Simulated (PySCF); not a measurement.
Oxygen: a sound run and one with changed settings

Sound run: O [He] 2s2 2p4, O⁺ [He] 2s2 2p3. All numbers are calculated (PySCF 2.14, the spin-free X2C one-electron Hamiltonian (Gaussian nucleus), in x2c-SVPall). In the sound run the correlated levels freeze 1s2. The sound run starts from symmetry-adapted Hartree-Fock orbitals and uses a fine grid where one is needed.

A second run was set up differently.

```
species   method  sound run (hartree)  changed run (hartree)  converged
      O      UHF            -74.77172              -74.77172        yes
      O    B3LYP            -75.05340              -75.05340        yes
      O   r2SCAN            -75.01594              -75.01594        yes
      O      MP2            -74.87310              -74.85504        yes
      O  CCSD(T)            -74.88917              -74.88917        yes
     O⁺      UHF            -74.32809              -74.32809        yes
     O⁺    B3LYP            -74.53858              -74.53858        yes
     O⁺   r2SCAN            -74.51457              -74.51457        yes
     O⁺      MP2            -74.39708              -74.38537        yes
     O⁺  CCSD(T)            -74.41259              -74.41259        yes
```

Ionisation energy of O:

```csv
method,sound run (eV),changed run (eV)
UHF,12.072,12.072
B3LYP,14.009,14.009
r2SCAN,13.643,13.643
MP2,12.953,12.780
SCS-MP2,12.975,12.803
CCSD,12.961,12.961
CCSD(T),12.969,12.969
```

What was changed?
A. level shift left on
B. basis contracted for another Hamiltonian
C. angular grid far too coarse
D. a valence shell is frozen

A. It used initial guess minao, at most 50 SCF cycles, level shift 0.5 hartree. A level shift leaves the converged SCF energy unchanged but raises the virtual orbital energies, which shrinks MP2 if it is not removed.
